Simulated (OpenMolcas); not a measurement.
# How methods differ on CH4OSi (SMILES CO[SiH])

CH4OSi has 7 atoms, charge 0, and is taken as a singlet. As SMILES, `CO[SiH]`. The shape is that of a PBE0-D4/def2-TZVP optimisation. This is one conformer, not always the lowest.

```xyz
7

C    -0.5124    0.4855   -0.3385
O    -0.4432   -0.4465    0.7176
Si    0.7969   -1.3873    1.2299
H    -1.2964    0.1808   -1.0355
H     0.4438    0.5475   -0.8687
H    -0.7693    1.4675    0.0654
H     1.8417   -0.9156    0.1841
```

Quantity: the HOMO–LUMO gap, in eV. The values are calculated.

```tsv
level	kind	program	value (eV)
PBE/aug-cc-pVDZ	GGA	OpenMolcas	2.61
revPBE/aug-cc-pVDZ	GGA	OpenMolcas	2.64
M06-L/aug-cc-pVDZ	meta-GGA	OpenMolcas	3.12
TPSS/aug-cc-pVDZ	meta-GGA	OpenMolcas	2.85
r2SCAN/aug-cc-pVDZ	meta-GGA	OpenMolcas	2.95
B3LYP/aug-cc-pVDZ	global hybrid	OpenMolcas	4.16
PBE0/aug-cc-pVDZ	global hybrid	OpenMolcas	4.51
B2PLYP/aug-cc-pVDZ	double hybrid	OpenMolcas	6.56
```

The values span 2.61 to 6.56 eV. Orbital gaps aren't excitation energies, and those of double hybrids come from the SCF part alone; they tend to grow with the share of exact exchange.
